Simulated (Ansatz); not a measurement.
One arrangement of a pair

The pair of HF (SMILES F, atoms 1–2) and N2 (SMILES N#N, atoms 3–4), both closed shells, in one local arrangement (a lower one may exist), relaxed at PBE0-D4/def2-TZVP:

```
4
angstrom
F -0.0051 0.0546 -1.9781
H -0.0037 0.0302 -1.0544
N 0.0022 -0.0265 0.9723
N 0.0066 -0.0582 2.0601
```

Program: Ansatz 0.2.0. Basis: def2-TZVPPD, with def2-QZVPPD for the basis limit. Cores are frozen in the correlated methods. B3LYP uses VWN-RPA correlation. Extrapolation: Hartree–Fock as exp(−7.88 √X), correlation as X^−2.97. Interaction energies count from these two fragments, frozen as in the pair, with the counterpoise correction; negative means bound.

Task: What is the interaction energy by CCSD(T) at an estimated basis limit (MP2 extrapolated from triple and quadruple zeta, plus CCSD(T) − MP2 in triple zeta)? (An estimate is asked for; the value comes from the calculation.)

Result: By the calculation: -2.29 kcal/mol. Hartree–Fock alone gives -0.89 kcal/mol at the basis limit. It counts from the two fragments frozen as in the pair.

The same quantity by other methods in triple zeta, and each one's difference from that estimate:
```csv
method,E_int (kcal/mol),difference
PBE-D4,-2.80,-0.50
revPBE-D4,-2.08,0.21
BLYP-D4,-2.37,-0.08
r2SCAN-D4,-2.29,0.00
B97M-V,-2.51,-0.21
PBE0-D4,-2.52,-0.22
B3LYP-D4,-2.43,-0.13
HSE06-D4,-2.52,-0.23
wB97X-V,-2.28,0.01
wB97M-V,-2.22,0.08
B2PLYP,-2.20,0.10
HF,-0.88,1.41
MP2,-2.23,0.07
CCSD,-1.92,0.38
CCSD(T),-2.13,0.17
```
Differences are method less estimate.

Task: Which atoms make the shortest contact between the fragments?

Result: H2 and N3, 2.03 Å apart.

Basis-set superposition shift (counterpoise-corrected less uncorrected): CCSD(T) 0.40; MP2 0.41; HF 0.04; PBE0-D4 0.06; wB97M-V 0.06 kcal/mol.

No T1 diagnostic of these runs exceeds 0.014.

For scale, one of the runs: CCSD(T)/def2-TZVPPD, 131 basis functions, launched by `ansatz run in.yaml --threads 2 --pin off --events-out ev --progress --plain --max-ram 5222MiB`. The run took about 3.8 s on 2 CPU threads of an Arm Neoverse V2 (shared host).
